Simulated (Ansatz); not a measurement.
# BSiHO (singlet): wave-function methods side by side, cc-pVDZ

An exercise on one series of results from a longer session: the logs are not shown, and one member is left open.

Program: Ansatz 0.2.0, Gaussian basis. Level of theory: cc-pVDZ, core rule «outside noble gas», up to 7 orbitals frozen. These are calculated values, not measurements.

Plan: UHF; CCSD(T) on RHF; CCSD(T) on UHF; BCCD(T) on RHF; CISD; CCSDT(Q) on RHF; CCSDT(Q) on UHF; CASSCF and MRCISD+Q, 8 electrons in 8 orbitals; CASSCF and NEVPT2, 8 electrons in 8 orbitals.

14 further runs of the same task are left out: 6 that didn't finish, 8 set aside as unsound or not needed. Runs told in other sessions of the task aren't counted.

### The system

The geometry is a PBE0/def2-TZVP stationary point (not a proven minimum).

4 atoms, charge 0, spin multiplicity 1.

Atoms are counted from 1 here; the program's logs count them from 0.

Bond lengths: O1–B2 1.205 Å, B2–Si3 2.031 Å, Si3–H4 1.522 Å. Angles: O1–B2–Si3 175.7°, B2–Si3–H4 89.5°.

The first run:

in.yaml reads:

```yaml
crystal:
  periodic: [false, false, false]
  atoms:
    - {symbol: O, position_ang: [0.000000, 0.023096, 1.916557]}
    - {symbol: B, position_ang: [0.000000, 0.040635, 0.711413]}
    - {symbol: Si, position_ang: [0.000000, -0.080455, -1.315687]}
    - {symbol: H, position_ang: [0.000000, 1.439380, -1.392054]}
basis:
  gaussian: {orbitals: cc-pVDZ}
magnetization: {spin_polarized: true, initial_magnetization: 0}
hamiltonian: {xc: hf}
output: {orbitals: {seedname: orbitals}}
```

Command:

```
$ ansatz run in.yaml --threads 1 --pin off --events-out ev --progress --plain --max-ram 2393MiB
```

Steps of the session up to this table: UHF; CCSD(T) on RHF; CCSD(T) on UHF; BCCD(T) on RHF; CISD; CCSDT(Q) on RHF; CCSDT(Q) on UHF; CASSCF and MRCISD+Q, 8 electrons in 8 orbitals; CASSCF and NEVPT2, 8 electrons in 8 orbitals.

One table of the session follows, with a row left open; its other results are not shown here.

```
           method  from RCCSDT(Q) (kcal/mol)
              RHF                    +238.61
              UHF                    +236.32
             RMP2                     +25.72
             UMP2                     +29.17
             CISD                     +34.74
            RCCSD                      +9.81
            UCCSD                     +10.08
         RCCSD(T)                      +1.56
         UCCSD(T)                      +1.74
          BCCD(T)                      +1.49
           RCCSDT                      +0.87
           UCCSDT                      +0.90
        RCCSDT(Q)                          0
        UCCSDT(Q)                       0.00
  CASSCF frontier                    +157.65
  MRCISD frontier                     +16.22
MRCISD+Q frontier                          ?
```

Q: Estimate the row for MRCISD+Q frontier from the others.

As computed: from RCCSDT(Q) (kcal/mol): +1.80. In the column «from RCCSDT(Q) (kcal/mol)» it lies between UCCSD(T) (+1.74) and RCCSD (+9.81).

Not comparable, so not listed: CASSCF and NEVPT2, 8 electrons in 8 orbitals (they don't share determinant, frozen orbitals or solution with the rows shown, or repeat one).

Caveats from the session: Restricted and unrestricted rows rest on different reference determinants; a gap between their highest levels can come from leftover correlation error, from unlike frozen cores or from another state. Warnings in the runs' records: passed over end.
